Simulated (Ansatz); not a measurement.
## Redistribution: C5H11Cl + C3H5Cl → C4H8Cl2 + C4H8

Species: C5H11Cl (1-chloro-3-methylbutane) `CC(C)CCCl`, singlet; C3H5Cl `C/C=C/Cl`, singlet; C4H8Cl2 (1,3-dichlorobutane) `CC(Cl)CCCl`, singlet; C4H8 (trans-2-butene) `C/C=C/C`, singlet. The partners trade CH3 for Cl; both sit on C, so the bond types are kept.

Shapes, held fixed at every level: PBE0-D4/def2-TZVP. Flexible molecules stand in one conformer, not always the lowest. Programs: Ansatz 0.2.0. Electronic energies: no zero-point or thermal term.

(1) Estimate ΔE of this reaction.

Answers

(1) The highest level, CCSD(T)/CBS estimate, gives ΔE = -12.7 kJ/mol; the levels span -14.9 to -10.3. The column of differences is taken from that level and isn't an error. No measured value is set beside it here. The CBS estimate extrapolates MP2 from def2-TZVPP and def2-QZVPP and adds CCSD(T) − MP2 in the triple-zeta set, cores frozen.

```
                level                   kind  ΔE (kJ/mol)  less CCSD(T)/CBS estimate
 r2SCAN-D4/def2-TZVPP               meta-GGA        -11.0                       +1.7
  B3LYP-D4/def2-TZVPP          global hybrid        -12.7                        0.0
  BHLYP-D4/def2-TZVPP          global hybrid        -14.9                       -2.2
r2SCAN0-D4/def2-TZVPP          global hybrid        -12.0                       +0.7
         MP2/def2-SVP    perturbation theory        -10.3                       +2.4
     CCSD(T)/def2-SVP  coupled cluster or CI        -11.0                       +1.7
 CCSD(T)/CBS estimate  coupled cluster or CI        -12.7                        0.0
```
